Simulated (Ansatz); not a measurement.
Two shapes of doublet SiHO.

Shape 1:

```xyz
3

H    -0.0326    0.2697   -1.3604
Si    0.0393   -0.5013    0.0221
O     0.0107    0.3068    1.3072
```

Shape 2:

```xyz
3

H     0.0000    0.2811   -1.4296
Si    0.0000   -0.5633   -0.0014
O     0.0000    0.2822    1.4310
```

Basis set: def2-SVP (spherical functions). Correlated methods keep 6 orbitals frozen. Correlation on ROHF uses semicanonical orbitals with singles. Charge 0, multiplicity 2.

Computed with Ansatz (development build ahead of 0.2.0); each method stands on the lowest determinant of its kind that the runs found.

(1) Which shape is lower in energy, and by how much in each method?

Answers

(1)

| method | E(2) − E(1) (eV) |
| --- | --- |
| ROHF | 0.574 |
| UHF | 0.439 |
| ROHF-MP2 | 1.581 |
| UHF-MP2 | 1.522 |
| UHF-CCSD(T) | 0.361 |

Shape 1 is lower. Caution for UHF, UHF-MP2, UHF-CCSD(T): the unrestricted determinant is spin contaminated. Caution for ROHF-MP2: a plain start can end on a higher determinant. Caution for UHF-CCSD(T): another reference gives a lower total.
